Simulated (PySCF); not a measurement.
Sulfur: a sound run and one with changed settings

Sound run: S [Ne] 3s2 3p4, S+ [Ne] 3s2 3p3. Calculation: PySCF 2.14, in x2c-SVPall; the spin-free X2C one-electron Hamiltonian (Gaussian nucleus). In the sound run the correlated levels freeze [Ne]. The sound run starts from symmetry-adapted Hartree-Fock orbitals and uses a fine grid where one is needed.

Changed run: the non-relativistic Hamiltonian (point nucleus). This setting is unsound on purpose.

| species | method | sound run (hartree) | changed run (hartree) | converged |
| --- | --- | --- | --- | --- |
| S | UHF | -398.43483 | -397.23228 | yes |
| S | LDA | -397.64927 | -396.44812 | yes |
| S | r2SCAN | -399.02428 | -397.82247 | yes |
| S | MP2 | -398.51699 | -397.31439 | yes |
| S | CCSD(T) | -398.53640 | -397.33383 | yes |
| S+ | UHF | -398.09772 | -396.89456 | yes |
| S+ | LDA | -397.26633 | -396.06452 | yes |
| S+ | r2SCAN | -398.64493 | -397.44245 | yes |
| S+ | MP2 | -398.16608 | -396.96291 | yes |
| S+ | CCSD(T) | -398.18532 | -396.98222 | yes |

Ionisation energy of S:

```csv
method,sound run (eV),changed run (eV)
UHF,9.173,9.190
LDA,10.420,10.438
r2SCAN,10.323,10.341
MP2,9.549,9.564
SCS-MP2,9.589,9.604
CCSD,9.549,9.563
CCSD(T),9.553,9.568
```

Most of the change in total energy is the relativistic energy itself. On top of that the contraction fixes the core shape for the Hamiltonian it was made with, so the changed run is not a good calculation with the other Hamiltonian either.

For comparison, NIST gives 10.360 eV between the lowest levels.
